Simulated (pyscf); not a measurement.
Single points on ωB97X-D3(BJ)/def2-SVP structures (PySCF, gas phase).

Question: Estimate by transition-state theory the rate constant of H₂B–NH₂ + hydrogen fluoride (HF) → H₂N–BH–F + hydrogen (H₂) (singlet surface; B–H, F–H broken, B–F, H–H formed) at 600 K, with ωB97M-D3(BJ)/def2-TZVP energies (ideal gas, 1 atm, RRHO with modes under 100 cm⁻¹ raised to 100, one conformer, R ln 2 for chiral ones without a mode under 150 cm⁻¹; no tunnelling).

Answer: The electronic barrier is 25.4 kcal/mol and the thermal terms add +16.9, so ΔG‡ = 42.2 kcal/mol. With k_BT/h = 1.25e+13 s⁻¹ and RT = 1.192 kcal/mol, and a volume of 8.18e-20 cm³ per molecule at 1 atm, k = 4.2e-22 cm³ molecule⁻¹ s⁻¹. Wigner's tunnelling factor for 1173i cm⁻¹ would be 1.33. A shift of 1 kcal/mol in the barrier changes k by a factor 2.3. The same reactants have a lower exit, to H₂B–F + NH₃ (barrier +9.2 kcal/mol at ωB97M-D3(BJ)/def2-TZVP, against +25.4 kcal/mol here). This is the saddle that the search found; another between the same sides may lie lower.
